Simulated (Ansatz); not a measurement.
System: corundum (α-Al2O3). Method: r²SCAN (Ansatz, a first-principles code, PAW).

Total energies, extrapolated to zero smearing (they compare only within this program, potentials and cutoff; free atoms with spin allowed, lowest state found):

```json
[
 {"system": "corundum (α-Al2O3), relaxed", "energy (eV/atom)": "-559.0637"},
 {"system": "free Al atom", "energy (eV/atom)": "-536.8190"},
 {"system": "free O atom", "energy (eV/atom)": "-563.1440"}
]
```

### Question
Work out the cohesive energy per atom.

### Answer
E_coh = [2 × (-536.8190) + 3 × (-563.1440)]/5 − (-559.0637) = 6.45 eV/atom. The reference value is 6.43 ± 0.03 eV/atom (derived here from tabulated measurements, brought to a static lattice with a Debye model, atoms in their spin–orbit ground levels; inputs from the CRC Handbook), a difference of +0.02 eV/atom.

The PAW data were made under PBE.
